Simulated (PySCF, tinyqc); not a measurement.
Inside a calculation (part 2 of 2). Method: RHF in the sto-6g basis, for LiH, spin multiplicity 1. The lowest restricted solution is unstable here: a spin-polarised one lies 0.0351 hartree lower (PySCF). Computed by tinyqc, a small Python program that keeps every step (integrals from PySCF). Command: `OMP_NUM_THREADS=1 python tinyqc.py 21168 21169 out.jsonl` (the two numbers bound the seeds that draw the settings). One thread of a shared host (Intel(R) Xeon(R) Processor @ 2.60GHz), about 0.1 s of CPU time with the checks.

Geometry (angstrom):
```
atom         x         y         z
Li    0.000000  0.000000  0.000000
H     0.000000  0.000000  2.584000
```

## Iteration 3: diagonalisation and new density

extrapolated F (hartree):
```
            1Li 1s     1Li 2s   1Li 2px   1Li 2py    1Li 2pz      2H 1s
1Li 1s   -2.415589  -0.620821  0.000000  0.000000   0.011372  -0.020066
1Li 2s   -0.620821  -0.196947  0.000000  0.000000  -0.044095  -0.171116
1Li 2px   0.000000   0.000000  0.152989  0.000000   0.000000   0.000000
1Li 2py   0.000000   0.000000  0.000000  0.152989   0.000000   0.000000
1Li 2pz   0.011372  -0.044095  0.000000  0.000000   0.092634  -0.156953
2H 1s    -0.020066  -0.171116  0.000000  0.000000  -0.156953  -0.067101
```

X:
```
                 1          2          3         4          5         6
1Li 1s    0.412377   0.694328   0.000000  0.000000   0.564863  0.298787
1Li 2s   -0.664193  -0.520814   0.000000  0.000000   0.428373  0.453608
1Li 2px   0.000000   0.000000   0.999050  0.043573   0.000000  0.000000
1Li 2py   0.000000   0.000000  -0.043573  0.999050   0.000000  0.000000
1Li 2pz  -0.594246   0.572857   0.000000  0.000000  -0.500087  0.394343
2H 1s     0.781392  -0.373472   0.000000  0.000000  -0.314297  0.527786
```

Diagonalise F' = X^T F X, C = X C', fill 2 alpha and 2 beta electrons from the bottom; D = 2 C_occ C_occ^T. Each column has its largest component positive (the first on a tie).

F' = X^T F X (hartree):
```
           1          2         3         4          5          6
1   0.104221  -0.436657  0.000000  0.000000  -0.416207  -0.266192
2  -0.436657  -0.701563  0.000000  0.000000  -0.955533  -0.470141
3   0.000000   0.000000  0.152989  0.000000   0.000000   0.000000
4   0.000000   0.000000  0.000000  0.152989   0.000000   0.000000
5  -0.416207  -0.955533  0.000000  0.000000  -1.074457  -0.645749
6  -0.266192  -0.470141  0.000000  0.000000  -0.645749  -0.595432
```

orbital energies (hartree): MO1 -2.416811, MO2 -0.218442, MO3 0.067210, MO4 0.152989, MO5 0.152989, MO6 0.300812

coefficients C:
```
               MO1        MO2        MO3       MO4        MO5        MO6
1Li 1s    0.994343  -0.146829  -0.200984  0.000000   0.000000  -0.099091
1Li 2s    0.022965   0.551705   0.783021  0.000000   0.000000   0.428527
1Li 2px   0.000000   0.000000   0.000000  0.202549   0.979272   0.000000
1Li 2py   0.000000   0.000000   0.000000  0.979272  -0.202549   0.000000
1Li 2pz  -0.003837   0.280649  -0.571515  0.000000   0.000000   0.825518
2H 1s    -0.001297   0.636547  -0.292364  0.000000   0.000000  -0.797951
```

D after iteration 3:
```
            1Li 1s     1Li 2s   1Li 2px   1Li 2py    1Li 2pz      2H 1s
1Li 1s    2.020554  -0.116343  0.000000  0.000000  -0.090046  -0.189507
1Li 2s   -0.116343   0.609813  0.000000  0.000000   0.309495   0.702313
1Li 2px   0.000000   0.000000  0.000000  0.000000   0.000000   0.000000
1Li 2py   0.000000   0.000000  0.000000  0.000000   0.000000   0.000000
1Li 2pz  -0.090046   0.309495  0.000000  0.000000   0.157557   0.357303
2H 1s    -0.189507   0.702313  0.000000  0.000000   0.357303   0.810387
```

Within a degenerate level the vectors are fixed only up to a rotation; this is one choice.

## Iteration 8 (converged): orbitals

converged F (hartree):
```
            1Li 1s     1Li 2s   1Li 2px   1Li 2py    1Li 2pz      2H 1s
1Li 1s   -2.416636  -0.622249  0.000000  0.000000   0.012289  -0.020882
1Li 2s   -0.622249  -0.185960  0.000000  0.000000  -0.041217  -0.157722
1Li 2px   0.000000   0.000000  0.153384  0.000000   0.000000   0.000000
1Li 2py   0.000000   0.000000  0.000000  0.153384   0.000000   0.000000
1Li 2pz   0.012289  -0.041217  0.000000  0.000000   0.085207  -0.158546
2H 1s    -0.020882  -0.157722  0.000000  0.000000  -0.158546  -0.059186
```

As before.

F' = X^T F X (hartree):
```
           1          2         3         4          5          6
1   0.100755  -0.435851  0.000000  0.000000  -0.416368  -0.266460
2  -0.435851  -0.694060  0.000000  0.000000  -0.953520  -0.482260
3   0.000000   0.000000  0.153384  0.000000   0.000000   0.000000
4   0.000000   0.000000  0.000000  0.153384   0.000000   0.000000
5  -0.416368  -0.953520  0.000000  0.000000  -1.080110  -0.642717
6  -0.266460  -0.482260  0.000000  0.000000  -0.642717  -0.585863
```

orbital energies (hartree): MO1 -2.417913, MO2 -0.202857, MO3 0.063839, MO4 0.153384, MO5 0.153384, MO6 0.297651

coefficients C:
```
               MO1        MO2        MO3       MO4        MO5        MO6
1Li 1s    0.994245  -0.140393  -0.206879  0.000000   0.000000  -0.097256
1Li 2s    0.023329   0.526136   0.803481  0.000000   0.000000   0.422751
1Li 2px   0.000000   0.000000   0.000000  0.209879   0.977727   0.000000
1Li 2py   0.000000   0.000000   0.000000  0.977727  -0.209879   0.000000
1Li 2pz  -0.004286   0.308436  -0.559419  0.000000   0.000000   0.823886
2H 1s    -0.001034   0.640104  -0.270114  0.000000   0.000000  -0.802931
```

D after iteration 8:
```
            1Li 1s     1Li 2s   1Li 2px   1Li 2py    1Li 2pz      2H 1s
1Li 1s    2.016466  -0.101342  0.000000  0.000000  -0.095126  -0.181788
1Li 2s   -0.101342   0.554726  0.000000  0.000000   0.324359   0.673516
1Li 2px   0.000000   0.000000  0.000000  0.000000   0.000000   0.000000
1Li 2py   0.000000   0.000000  0.000000  0.000000   0.000000   0.000000
1Li 2pz  -0.095126   0.324359  0.000000  0.000000   0.190303   0.394872
2H 1s    -0.181788   0.673516  0.000000  0.000000   0.394872   0.819470
```

Within a degenerate level the vectors are fixed only up to a rotation; this is one choice.

## Convergence

Stop when the energy changes by less than 1e-10 hartree and every element of the error matrix X^T (F D S - S D F) X is below 3e-06.

Course of the cycle:
```
iteration  E (hartree)     change  largest element of the error matrix
1          -7.70095452          -                             4.76e-02
2          -7.83172427  -1.31e-01                             1.06e-01
3          -7.83865145  -6.93e-03                             8.08e-02
4          -7.84901552  -1.04e-02                             6.27e-03
5          -7.84938827  -3.73e-04                             1.03e-03
6          -7.84939621  -7.94e-06                             1.08e-04
7          -7.84939628  -6.82e-08                             3.03e-06
8          -7.84939628  -6.38e-11                             3.17e-07
```

PySCF RHF in the same basis = -7.84939628 hartree

Converged in 8 iterations.

## Populations, bond orders and dipole

overlap S:
```
           1Li 1s    1Li 2s   1Li 2px   1Li 2py   1Li 2pz     2H 1s
1Li 1s   1.000000  0.235742  0.000000  0.000000  0.000000  0.007734
1Li 2s   0.235742  1.000000  0.000000  0.000000  0.000000  0.185879
1Li 2px  0.000000  0.000000  1.000000  0.000000  0.000000  0.000000
1Li 2py  0.000000  0.000000  0.000000  1.000000  0.000000  0.000000
1Li 2pz  0.000000  0.000000  0.000000  0.000000  1.000000  0.277614
2H 1s    0.007734  0.185879  0.000000  0.000000  0.277614  1.000000
```

Mulliken: Z minus the diagonal of D S on the atom; Loewdin: the same with S^(1/2) D S^(1/2); Mayer order: 2 sum_s sum (D(s) S)_ij (D(s) S)_ji over the two atoms.

Charges (e):
```
atom   Mulliken    Loewdin
1Li    0.052878   0.049439
2H    -0.052878  -0.049439
```

Mayer bond orders:
```
pair     order
2-1   0.997204
```

dipole moment about the origin, x y z (debye): 0.000000  0.000000  -5.341493
